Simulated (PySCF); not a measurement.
## Functional benchmark on one molecule

Molecule: `C`, CH₄.

Geometry (Å), atoms numbered from 1 in this order:
```xyz
5

C     0.000    0.000    0.000
H    -0.716   -0.286   -0.782
H     0.118    1.092    0.007
H    -0.372   -0.335    0.977
H     0.971   -0.471   -0.203
```

Geometry PBE0-D3(BJ)/def2-SVP throughout; GIAO in PySCF 2.14.0 with density-fitted response routines, gas phase, one conformer, non-relativistic; equivalent atoms averaged; basis pcSseg-2.

Reference values (CCSD(T)/pcSseg-4; gas (isolated, no vibration); G. L. Stoychev, PhD thesis, Univ. Bonn 2021 (Stoychev, Auer, Izsak, Neese, JCTC 2018, 14, 619)): σ(H2/H3/H4/H5) = 31.39 ppm, σ(C1) = 199.4 ppm.

Question: How do the functionals HF, LDA, PBE, BLYP, BP86, OPBE, KT2, KT3, B97-D, B3LYP, PBE0, mPW1PW91, WP04, B97-2, BHandHLYP, CAM-B3LYP, wB97X-D, LC-wPBE perform against the reference? Times are CPU seconds on shared hosts with different chips, so compare them loosely; the GGAs took longer than the global hybrids here, which isn't the general rule, and the cause wasn't traced.

Answer: 
| functional | kind | H2/H3/H4/H5 | C1 | abs. error H | abs. error C | core-s |
| --- | --- | --- | --- | --- | --- | --- |
| HF | Hartree–Fock | 31.15 | 192.5 | 0.24 | 6.9 | 0.7 |
| LDA | LDA | 30.77 | 191.1 | 0.62 | 8.3 | 1.5 |
| PBE | GGA | 31.07 | 187.1 | 0.32 | 12.3 | 1.9 |
| BLYP | GGA | 31.17 | 182.8 | 0.22 | 16.6 | 1.9 |
| BP86 | GGA | 31.10 | 186.2 | 0.29 | 13.2 | 1.9 |
| OPBE | GGA | 31.09 | 189.8 | 0.30 | 9.6 | 1.9 |
| KT2 | GGA | 31.09 | 189.2 | 0.30 | 10.2 | 1.8 |
| KT3 | GGA | 31.19 | 186.9 | 0.20 | 12.5 | 1.8 |
| B97-D | GGA | 31.19 | 184.9 | 0.20 | 14.5 | 1.9 |
| B3LYP | global hybrid | 31.12 | 185.4 | 0.27 | 14.0 | 1.3 |
| PBE0 | global hybrid | 31.03 | 189.7 | 0.36 | 9.7 | 1.2 |
| mPW1PW91 | global hybrid | 31.06 | 188.7 | 0.33 | 10.7 | 1.3 |
| WP04 | global hybrid | 31.27 | 174.9 | 0.12 | 24.5 | 1.1 |
| B97-2 | global hybrid | 31.11 | 188.1 | 0.28 | 11.3 | 1.1 |
| BHandHLYP | global hybrid | 31.08 | 188.5 | 0.31 | 10.9 | 1 |
| CAM-B3LYP | range-separated hybrid | 31.03 | 188.7 | 0.36 | 10.7 | 1.3 |
| wB97X-D | range-separated hybrid | 31.07 | 189.1 | 0.32 | 10.3 | 1.3 |
| LC-wPBE | range-separated hybrid | 31.02 | 192.4 | 0.37 | 7.0 | 1.8 |

For ¹H the closest is WP04 (0.12 ppm) and the furthest LDA (0.62 ppm).

For ¹³C the closest is HF (6.9 ppm, with LC-wPBE practically level) and the furthest WP04 (24.5 ppm). One molecule is a small sample, and the reference may use another geometry.
